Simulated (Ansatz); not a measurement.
# AlH5OSi (built from SMILES [OH][AlH][SiH3]): a barrier at many levels of theory

Aim: the barrier and energy of one elementary step (Si2–H3 formed, Al1–Si2 broken, Al1–H3 broken) from LDA up to coupled cluster, on fixed structures, to see where each rung fails.

Program: Ansatz 0.2.0, Gaussian basis. Level of theory: single points in def2-TZVPP on PBE0-D4/def2-TZVP structures. These are calculated values, not measurements.

Levels: SPW92, PBE-D4, BLYP-D4, r2SCAN-D4, B97M-V, PBE0-D4, B3LYP-D4, r2SCAN0-D4, BHLYP-D4, CAM-B3LYP-D4, wB97X-V, wB97M-V, B2PLYP, PBE-QIDH, RPA on PBE, Hartree-Fock, MP2, CCSD, CCSD(T). The reference is CCSD(T) at the basis limit, from triple and quadruple zeta. Zero-point energies come from PBE0-D4 vibrations.

Correlated methods freeze the cores. B3LYP uses VWN-RPA correlation. B2PLYP carries no dispersion term here.

43 further runs of the same task are left out: 1 that didn't finish, 42 set aside as unsound or not needed.

**1. The three structures**

Charge 0, multiplicity 1. The folders r, ts and p hold the start, the saddle and the end; their coordinates stand in the first inputs.

```csv
pair,r (Å),ts (Å),p (Å)
Si2–H3,3.601,1.773,1.487
Al1–Si2,2.447,2.413,3.788
Al1–H3,1.590,1.864,3.262
```

**2. SPW92/def2-TZVPP**

r/in.yaml reads:

```yaml
crystal:
  periodic: [false, false, false]
  atoms:
    - {symbol: Al, position_ang: [-0.938051, -0.277470, -0.327887]}
    - {symbol: Si, position_ang: [1.417177, 0.332133, -0.064861]}
    - {symbol: H, position_ang: [-1.628121, -0.664362, -1.707243]}
    - {symbol: O, position_ang: [-1.875637, -0.278599, 1.088247]}
    - {symbol: H, position_ang: [1.775249, 0.670513, 1.339584]}
    - {symbol: H, position_ang: [2.300030, -0.786648, -0.506624]}
    - {symbol: H, position_ang: [1.754561, 1.506919, -0.920486]}
    - {symbol: H, position_ang: [-2.805306, -0.502387, 1.099268]}
basis:
  gaussian: {orbitals: def2-TZVPP}
hamiltonian: {xc: lda}
```

ts/in.yaml reads:

```yaml
crystal:
  periodic: [false, false, false]
  atoms:
    - {symbol: Al, position_ang: [-0.827853, -0.010422, 0.978747]}
    - {symbol: Si, position_ang: [1.268615, 0.273508, -0.180797]}
    - {symbol: H, position_ang: [-0.307822, -0.255962, -0.794439]}
    - {symbol: O, position_ang: [-2.472053, -0.420330, 0.928216]}
    - {symbol: H, position_ang: [2.331436, 0.721798, 0.788566]}
    - {symbol: H, position_ang: [1.787235, -1.017942, -0.710574]}
    - {symbol: H, position_ang: [1.153156, 1.402013, -1.145271]}
    - {symbol: H, position_ang: [-2.932814, -0.692562, 0.135553]}
basis:
  gaussian: {orbitals: def2-TZVPP}
hamiltonian: {xc: lda}
```

p/in.yaml reads:

```yaml
crystal:
  periodic: [false, false, false]
  atoms:
    - {symbol: Al, position_ang: [-1.583317, 0.731100, 1.406004]}
    - {symbol: Si, position_ang: [1.565029, 0.118579, -0.609794]}
    - {symbol: H, position_ang: [0.351355, -0.723336, -0.780620]}
    - {symbol: O, position_ang: [-2.813121, -0.328598, 0.993629]}
    - {symbol: H, position_ang: [2.045135, 0.011296, 0.790366]}
    - {symbol: H, position_ang: [2.623088, -0.360326, -1.537970]}
    - {symbol: H, position_ang: [1.231503, 1.530791, -0.921486]}
    - {symbol: H, position_ang: [-3.419772, -0.979407, 0.659872]}
basis:
  gaussian: {orbitals: def2-TZVPP}
hamiltonian: {xc: lda}
```

One command serves all of them, each in its own folder.

Started as:

```bash
$ ansatz run in.yaml --threads 2 --pin off --events-out ev --progress --plain --max-ram 4352MiB
```

r printed, cut to the lines that bear on the results:

```text
Functional definition: SPW92
  name "SPW92"
  cite "Dirac, Proc. Camb. Phil. Soc. 26, 376 (1930) doi:10.1017/S0305004100016108"
  cite "Slater, Phys. Rev. 81, 385 (1951) doi:10.1103/PhysRev.81.385"
  cite "Perdew & Wang, Phys. Rev. B 45, 13244 (1992) doi:10.1103/PhysRevB.45.13244"
[...]
1003 factors; their error is unknown
[...]
mean field -16529.40413759 eV, -607.4443980240 hartree, gradient 2.0e-5 eV, S^2 0.000000; 0 other end points of the search recorded, 0 dependent functions left out
reference -16529.40418206 eV, -607.4443996581 hartree; 20, 20 occupied and 165, 165 virtual orbitals, 1003 factors
Total energy: -16529.40418206 eV, -607.4443996581 hartree
```

ts printed, cut to the lines that bear on the results:

```text
[... 5 set-up lines as earlier in the session ...]
[...]
1003 factors; their error is unknown
[...]
mean field -16527.52433217 eV, -607.3753164490 hartree, gradient 4.7e-5 eV, S^2 0.000000; 0 other end points of the search recorded, 0 dependent functions left out
reference -16527.52437278 eV, -607.3753179415 hartree; 20, 20 occupied and 165, 165 virtual orbitals, 1003 factors
Total energy: -16527.52437278 eV, -607.3753179415 hartree
```

Log of p, cut to the lines that bear on the results:

```text
[... 5 set-up lines as earlier in the session ...]
[...]
1003 factors; their error is unknown
[...]
mean field -16528.71220938 eV, -607.4189701311 hartree, gradient 5.4e-5 eV, S^2 0.000000; 0 other end points of the search recorded, 0 dependent functions left out
reference -16528.71225203 eV, -607.4189716987 hartree; 20, 20 occupied and 165, 165 virtual orbitals, 1003 factors
Total energy: -16528.71225203 eV, -607.4189716987 hartree
```

Times: 1.1 s (r), 1.1 s (ts), 0.85 s (p) on 2 threads of Arm Neoverse V2, shared host.

At this level: barrier 43.3 kcal/mol, step energy +16.0 kcal/mol.

**3. PBE-D4/def2-TZVPP**

The same edit goes into each in.yaml of step 2 (r, ts, p):

```diff
-hamiltonian: {xc: lda}
+hamiltonian: {xc: pbe, dispersion: d4}
```

One command serves all of them, each in its own folder.

Started as:

```bash
$ ansatz run in.yaml --threads 2 --pin off --events-out ev --progress --plain --max-ram 4352MiB
```

r printed, cut to the lines that bear on the results:

```text
Functional definition: PBE
  name "PBE"
  cite "Perdew, Burke & Ernzerhof, Phys. Rev. Lett. 77, 3865 (1996) doi:10.1103/PhysRevLett.77.3865"
  parent pbe
[...]
1003 factors; their error is unknown
[...]
mean field -16595.27737760 eV, -609.8651949438 hartree, gradient 2.0e-5 eV, S^2 0.000000; 0 other end points of the search recorded, 0 dependent functions left out
reference -16595.27742495 eV, -609.8651966839 hartree; 20, 20 occupied and 165, 165 virtual orbitals, 1003 factors
Total energy: -16595.40196072 eV, -609.8697732890 hartree
```

Output in ts, cut to the lines that bear on the results:

```text
[... 4 set-up lines as earlier in the session ...]
[...]
1003 factors; their error is unknown
[...]
mean field -16593.32023047 eV, -609.7932711135 hartree, gradient 5.1e-5 eV, S^2 0.000000; 0 other end points of the search recorded, 0 dependent functions left out
reference -16593.32027402 eV, -609.7932727138 hartree; 20, 20 occupied and 165, 165 virtual orbitals, 1003 factors
Total energy: -16593.45224913 eV, -609.7981227098 hartree
```

p printed, cut to the lines that bear on the results:

```text
[... 4 set-up lines as earlier in the session ...]
[...]
1003 factors; their error is unknown
[...]
mean field -16594.65168187 eV, -609.8422010498 hartree, gradient 7.2e-5 eV, S^2 0.000000; 0 other end points of the search recorded, 0 dependent functions left out
reference -16594.65172677 eV, -609.8422026998 hartree; 20, 20 occupied and 165, 165 virtual orbitals, 1003 factors
Total energy: -16594.78644711 eV, -609.8471535812 hartree
```

Wall times: 1.7 s (r), 1.6 s (ts), 1.5 s (p) on 2 threads of Arm Neoverse V2, shared host.

This gives 45.0 kcal/mol for the barrier and +14.2 kcal/mol for the step.

**4. BLYP-D4/def2-TZVPP**

The same edit goes into each in.yaml of step 3 (r, ts, p):

```diff
-hamiltonian: {xc: pbe, dispersion: d4}
+hamiltonian: {xc: {name: BLYP}, dispersion: d4}
```

The same command starts each run, in its folder.

Started as:

```bash
$ ansatz run in.yaml --threads 2 --pin off --events-out ev --progress --plain --max-ram 4352MiB
```

Log of r, cut to the lines that bear on the results:

```text
Functional definition: BLYP
  name "BLYP"
  cite "Becke, Phys. Rev. A 38, 3098 (1988) doi:10.1103/PhysRevA.38.3098"
  cite "Lee, Yang & Parr, Phys. Rev. B 37, 785 (1988) doi:10.1103/PhysRevB.37.785"
[...]
1003 factors; their error is unknown
[...]
mean field -16605.08439234 eV, -610.2255960882 hartree, gradient 1.7e-5 eV, S^2 0.000000; 0 other end points of the search recorded, 0 dependent functions left out
reference -16605.08477144 eV, -610.2256100198 hartree; 20, 20 occupied and 165, 165 virtual orbitals, 1003 factors
Total energy: -16605.35234778 eV, -610.2354432687 hartree
```

ts printed, cut to the lines that bear on the results:

```text
[... 4 set-up lines as earlier in the session ...]
[...]
1003 factors; their error is unknown
[...]
mean field -16603.01694176 eV, -610.1496186808 hartree, gradient 3.6e-5 eV, S^2 0.000000; 0 other end points of the search recorded, 0 dependent functions left out
reference -16603.01729409 eV, -610.1496316286 hartree; 20, 20 occupied and 165, 165 virtual orbitals, 1003 factors
Total energy: -16603.30438964 eV, -610.1601821952 hartree
```

Log of p, cut to the lines that bear on the results:

```text
[... 4 set-up lines as earlier in the session ...]
[...]
1003 factors; their error is unknown
[...]
mean field -16604.65094014 eV, -610.2096670136 hartree, gradient 3.3e-5 eV, S^2 0.000000; 0 other end points of the search recorded, 0 dependent functions left out
reference -16604.65130892 eV, -610.2096805661 hartree; 20, 20 occupied and 165, 165 virtual orbitals, 1003 factors
Total energy: -16604.93950950 eV, -610.2202717419 hartree
```

Wall times: 1.7 s (r), 1.7 s (ts), 1.7 s (p) on 2 threads of Arm Neoverse V2, shared host.

This gives 47.2 kcal/mol for the barrier and +9.5 kcal/mol for the step.

**5. r2SCAN-D4/def2-TZVPP**

The same edit goes into each in.yaml of step 4 (r, ts, p):

```diff
-hamiltonian: {xc: {name: BLYP}, dispersion: d4}
+hamiltonian: {xc: r2scan, dispersion: d4}
```

Each run has its own folder and the same command.

Started as:

```bash
$ ansatz run in.yaml --threads 2 --pin off --events-out ev --progress --plain --max-ram 4352MiB
```

Log of r, cut to the lines that bear on the results:

```text
Functional definition: r2SCAN
  name "r2SCAN"
  cite "Furness, Kaplan, Ning, Perdew & Sun, J. Phys. Chem. Lett. 11, 8208 (2020) doi:10.1021/acs.jpclett.0c02405"
  cite "Furness, Kaplan, Ning, Perdew & Sun, J. Phys. Chem. Lett. 11, 9248 (2020) doi:10.1021/acs.jpclett.0c03077"
  parent r2scan
[...]
1003 factors; their error is unknown
[...]
mean field -16603.00155604 eV, -610.1490532657 hartree, gradient 2.3e-5 eV, S^2 0.000000; 0 other end points of the search recorded, 0 dependent functions left out
reference -16603.00157042 eV, -610.1490537943 hartree; 20, 20 occupied and 165, 165 virtual orbitals, 1003 factors
Total energy: -16603.03122890 eV, -610.1501437232 hartree
```

ts printed, cut to the lines that bear on the results:

```text
[... 5 set-up lines as earlier in the session ...]
[...]
1003 factors; their error is unknown
[...]
mean field -16600.90464989 eV, -610.0719933862 hartree, gradient 6.3e-5 eV, S^2 0.000000; 0 other end points of the search recorded, 0 dependent functions left out
reference -16600.90466316 eV, -610.0719938737 hartree; 20, 20 occupied and 165, 165 virtual orbitals, 1003 factors
Total energy: -16600.93533259 eV, -610.0731209546 hartree
```

Output in p, cut to the lines that bear on the results:

```text
[... 5 set-up lines as earlier in the session ...]
[...]
1003 factors; their error is unknown
[...]
mean field -16602.23226201 eV, -610.1207822316 hartree, gradient 2.5e-5 eV, S^2 0.000000; 0 other end points of the search recorded, 0 dependent functions left out
reference -16602.23227590 eV, -610.1207827420 hartree; 20, 20 occupied and 165, 165 virtual orbitals, 1003 factors
Total energy: -16602.26578558 eV, -610.1220142003 hartree
```

Times: 3 s (r), 3.2 s (ts), 2.9 s (p) on 2 threads of Arm Neoverse V2, shared host.

At this level: barrier 48.3 kcal/mol, step energy +17.7 kcal/mol.

**6. B97M-V/def2-TZVPP**

Each input of step 5 (r, ts, p) changes in the same lines:

```diff
-hamiltonian: {xc: r2scan, dispersion: d4}
+hamiltonian: {xc: {name: B97M-V}}
```

The same command starts each run, in its folder.

Started as:

```bash
$ ansatz run in.yaml --threads 2 --pin off --events-out ev --progress --plain --max-ram 4352MiB
```

Output in r, cut to the lines that bear on the results:

```text
Functional definition: B97M-V
  name "B97M-V"
  cite "Mardirossian & Head-Gordon, J. Chem. Phys. 142, 074111 (2015) doi:10.1063/1.4907719"
  cite "Becke, J. Chem. Phys. 107, 8554 (1997) doi:10.1063/1.475007"
  cite "Vydrov & Van Voorhis, J. Chem. Phys. 133, 244103 (2010) doi:10.1063/1.3521275"
  # Of w^i u^j: cxij and so on, Table III.
[...]
  gx(w, u) = cx00 + cx01*u + cx02*u^2 + (cx10 + cx11*u)*w
[...]
  gos(w, u) = cos00 + cos01*u + cos03*u^3 + cos10*w + cos32*w^3*u^2
[...]
      + integral(e_c_pw_mod_opposite_spin*gos(b97_w_opposite, b97_u_opposite)) + vv10(b, c)
1003 factors; their error is unknown
[...]
mean field -16601.38817533 eV, -610.0897626185 hartree, gradient 1.6e-5 eV, S^2 0.000000; 0 other end points of the search recorded, 0 dependent functions left out
reference -16601.38824524 eV, -610.0897651873 hartree; 20, 20 occupied and 165, 165 virtual orbitals, 1003 factors
Total energy: -16601.38824524 eV, -610.0897651873 hartree
```

ts printed, cut to the lines that bear on the results:

```text
[... 5 set-up lines as earlier in the session ...]
  # Of w^i u^j: cxij and so on, Table III.
[...]
  gx(w, u) = cx00 + cx01*u + cx02*u^2 + (cx10 + cx11*u)*w
[...]
  gos(w, u) = cos00 + cos01*u + cos03*u^3 + cos10*w + cos32*w^3*u^2
[...]
      + integral(e_c_pw_mod_opposite_spin*gos(b97_w_opposite, b97_u_opposite)) + vv10(b, c)
1003 factors; their error is unknown
[...]
mean field -16599.32622488 eV, -610.0139873370 hartree, gradient 6.8e-5 eV, S^2 0.000000; 0 other end points of the search recorded, 0 dependent functions left out
reference -16599.32628970 eV, -610.0139897189 hartree; 20, 20 occupied and 165, 165 virtual orbitals, 1003 factors
Total energy: -16599.32628970 eV, -610.0139897189 hartree
```

Output in p, cut to the lines that bear on the results:

```text
[... 5 set-up lines as earlier in the session ...]
  # Of w^i u^j: cxij and so on, Table III.
[...]
  gx(w, u) = cx00 + cx01*u + cx02*u^2 + (cx10 + cx11*u)*w
[...]
  gos(w, u) = cos00 + cos01*u + cos03*u^3 + cos10*w + cos32*w^3*u^2
[...]
      + integral(e_c_pw_mod_opposite_spin*gos(b97_w_opposite, b97_u_opposite)) + vv10(b, c)
1003 factors; their error is unknown
[...]
mean field -16600.66580255 eV, -610.0632159082 hartree, gradient 3.1e-5 eV, S^2 0.000000; 0 other end points of the search recorded, 0 dependent functions left out
reference -16600.66587079 eV, -610.0632184160 hartree; 20, 20 occupied and 165, 165 virtual orbitals, 1003 factors
Total energy: -16600.66587079 eV, -610.0632184160 hartree
```

Times: 6.5 s (r), 6.5 s (ts), 7 s (p) on 2 threads of Arm Neoverse V2, shared host.

This gives 47.5 kcal/mol for the barrier and +16.7 kcal/mol for the step.

**7. PBE0-D4/def2-TZVPP**

Each input of step 6 (r, ts, p) changes in the same lines:

```diff
-hamiltonian: {xc: {name: B97M-V}}
+hamiltonian: {xc: pbe0, dispersion: d4}
+output: {orbitals: {seedname: orbitals}}
```

One command serves all of them, each in its own folder.

Started as:

```bash
$ ansatz run in.yaml --threads 2 --pin off --events-out ev --progress --plain --max-ram 4352MiB
```

Output in r, cut to the lines that bear on the results:

```text
Functional definition: PBE0
  name "PBE0"
  cite "Adamo & Barone, J. Chem. Phys. 110, 6158 (1999) doi:10.1063/1.478522"
[... 2 set-up lines as earlier in the session ...]
[...]
1037 factors; their error is unknown
[...]
mean field -16596.78173704 eV, -609.9204791335 hartree, gradient 7.2e-5 eV, S^2 0.000000; 0 other end points of the search recorded, 0 dependent functions left out
reference -16596.78177242 eV, -609.9204804338 hartree; 20, 20 occupied and 165, 165 virtual orbitals, 1037 factors
Total energy: -16596.88788112 eV, -609.9243798563 hartree
```

ts printed, cut to the lines that bear on the results:

```text
[... 5 set-up lines as earlier in the session ...]
[...]
1037 factors; their error is unknown
[...]
mean field -16594.67447864 eV, -609.8430388158 hartree, gradient 5.7e-5 eV, S^2 0.000000; 0 other end points of the search recorded, 0 dependent functions left out
reference -16594.67451099 eV, -609.8430400043 hartree; 20, 20 occupied and 165, 165 virtual orbitals, 1037 factors
Total energy: -16594.78612769 eV, -609.8471418427 hartree
```

Log of p, cut to the lines that bear on the results:

```text
[... 5 set-up lines as earlier in the session ...]
[...]
1037 factors; their error is unknown
[...]
mean field -16596.09533858 eV, -609.8952544555 hartree, gradient 2.8e-5 eV, S^2 0.000000; 0 other end points of the search recorded, 0 dependent functions left out
reference -16596.09537268 eV, -609.8952557084 hartree; 20, 20 occupied and 165, 165 virtual orbitals, 1037 factors
Total energy: -16596.21172011 eV, -609.8995313975 hartree
```

Times: 2 s (r), 2.2 s (ts), 1.9 s (p) on 2 threads of Arm Neoverse V2, shared host.

This gives 48.5 kcal/mol for the barrier and +15.6 kcal/mol for the step.

Fields of r:

The fields below are evaluated on a grid from the run's orbitals.

Frontier orbitals at PBE0-D4/def2-TZVPP, with the share of their density that lies nearest to each atom:

```csv
orbital,energy (eV),lies on
HOMO-1,-9.26,O4 49 %; H3 22 %; Al1 13 %
HOMO,-7.61,Si2 29 %; H3 25 %; Al1 23 %
LUMO,-1.39,Al1 51 %; H3 15 %; O4 8 %
```

ELF in a plane through or near 6 of the atoms.

Values, 10 rows by 14 columns:
```
0.00 0.00 0.00 0.00 0.00 0.00 0.00 0.00 0.00 0.00 0.00 0.00 0.00 0.00
0.00 0.00 0.00 0.00 0.01 0.02 0.00 0.00 0.00 0.00 0.00 0.00 0.00 0.00
0.00 0.00 0.00 0.26 0.97 0.99 0.37 0.00 0.04 0.23 0.07 0.00 0.00 0.00
0.00 0.00 0.01 0.67 1.00 1.00 0.56 0.03 0.39 0.88 0.60 0.24 0.01 0.00
0.00 0.00 0.01 0.14 0.61 0.30 0.66 0.64 0.43 0.30 0.91 0.93 0.04 0.00
0.00 0.00 0.01 0.18 0.27 0.48 0.89 0.26 0.70 0.28 0.23 0.10 0.00 0.00
0.00 0.00 0.01 0.09 0.29 0.21 0.70 0.30 0.16 0.89 0.40 0.01 0.00 0.00
0.00 0.00 0.00 0.00 0.01 0.01 0.02 0.39 1.00 1.00 0.99 0.10 0.00 0.00
0.00 0.00 0.00 0.00 0.00 0.00 0.00 0.21 0.98 0.99 0.73 0.00 0.00 0.00
0.00 0.00 0.00 0.00 0.00 0.00 0.00 0.00 0.01 0.01 0.00 0.00 0.00 0.00
```
The map spans 11.1 Å across and 9.0 Å up, centred on the molecule. Atoms in the plane (x, y in Å): Al1 (0.9, -0.4), Si2 (-1.5, 0.1), H3 (1.5, -1.9), O4 (2.0, 0.9), H5 (-1.7, 1.6), H8 (3.0, 0.8).

On the surface of density 0.002 e/bohr³ the electrostatic potential runs, from the 1st to the 99th percentile, from -1.33 V near O4 to 2.87 V near Al1.

Fields of ts:

Orbitals, density, ELF and potential are computed afterwards from the orbital file.

Frontier orbitals at PBE0-D4/def2-TZVPP, with the share of their density that lies nearest to each atom:

```csv
orbital,energy (eV),lies on
HOMO-1,-9.22,"H5, H6, H7 about 17 % each; Si2 16 %; Al1 14 %"
HOMO,-5.85,Al1 43 %; H3 26 %; H5 15 %
LUMO,-2.08,Al1 39 %; Si2 20 %; H3 11 %
```

ELF in a plane through or near 6 of the atoms.

Ten even steps from ' ' (0.00) to '@' (1.00):
```
                                                        
                          ..==++==::                    
                          ==%%%%%%**..                  
            --**++..    ..##@@@@@@%%--                  
          ++@@@@@@##..  ::@@@@@@@@%%::                  
        ::%%@@@@@@@@++..==@@@@++--::....::----..        
        --@@@@@@@@@@##--**@@##..::....==++**++::        
        ::%%@@@@@@@@##++##@@::####++::##%%%%##--..      
        ..++%%@@@@==::::==%%::**%%==++****%%##--..      
            ::====::####..##++  ..  **##++%%++::        
              ......####..##%%++....++##%%@@**::        
              ..--::..  ==@@@@@@**::..==%%@@##::        
              ..--==--::++@@@@@@%%::  ..**%%**..        
                ..::....--@@@@@@%%--    ..::..          
                  ..    ::%%@@@@%%==                    
                          ==%%%%**::                    
                            ::--..                      
                                                        
                                                        
                                                        
```
The map spans 11.2 Å across and 7.7 Å up, centred on the molecule. Atoms in the plane (x, y in Å): Al1 (1.0, 0.8), Si2 (-1.3, 0.1), H3 (0.2, -0.9), O4 (2.6, 0.5), H5 (-2.3, 1.2), H8 (3.0, -0.4).

On the surface of density 0.002 e/bohr³ the electrostatic potential runs, from the 1st to the 99th percentile, from -1.10 V near O4 to 2.46 V near Al1.

Fields of p:

Orbitals, density, ELF and potential are computed afterwards from the orbital file.

Frontier orbitals at PBE0-D4/def2-TZVPP, with the share of their density that lies nearest to each atom:

```csv
orbital,energy (eV),lies on
HOMO-1,-9.28,O4 82 %; H8 8 %
HOMO,-6.56,Al1 86 %
LUMO,-0.84,Al1 65 %; H3 10 %; O4 8 %
```

ELF in a plane through or near 6 of the atoms.

Values, 10 rows by 14 columns:
```
0.00 0.00 0.00 0.00 0.00 0.00 0.00 0.06 0.47 0.58 0.15 0.00 0.00 0.00
0.00 0.00 0.00 0.00 0.00 0.00 0.00 0.76 0.99 1.00 0.93 0.12 0.00 0.00
0.00 0.00 0.00 0.00 0.01 0.03 0.01 0.95 0.97 0.67 0.86 0.15 0.00 0.00
0.00 0.00 0.00 0.01 0.12 0.26 0.06 0.89 0.21 0.86 0.17 0.15 0.01 0.00
0.00 0.00 0.01 0.17 0.20 0.12 0.19 0.27 0.26 0.17 0.82 0.72 0.08 0.00
0.00 0.00 0.47 0.97 0.44 0.51 0.71 0.20 0.18 0.72 0.52 0.72 0.06 0.00
0.00 0.00 0.82 1.00 0.99 0.49 1.00 0.94 0.01 0.34 0.68 0.97 0.08 0.00
0.00 0.00 0.29 0.99 0.90 0.24 0.99 0.95 0.00 0.03 0.17 0.37 0.01 0.00
0.00 0.00 0.00 0.13 0.06 0.02 0.30 0.08 0.00 0.00 0.00 0.00 0.00 0.00
0.00 0.00 0.00 0.00 0.00 0.00 0.00 0.00 0.00 0.00 0.00 0.00 0.00 0.00
```
The map spans 12.2 Å across and 7.6 Å up, centred on the molecule. Atoms in the plane (x, y in Å): Al1 (1.9, 1.2), Si2 (-1.7, -0.1), H3 (-0.5, -1.0), O4 (3.0, 0.0), H6 (-2.9, -0.9), H8 (3.5, -0.8).

On the surface of density 0.002 e/bohr³ the electrostatic potential runs, from the 1st to the 99th percentile, from -0.70 V near O4 to 2.03 V near H8.

[end of part 1 of 3]
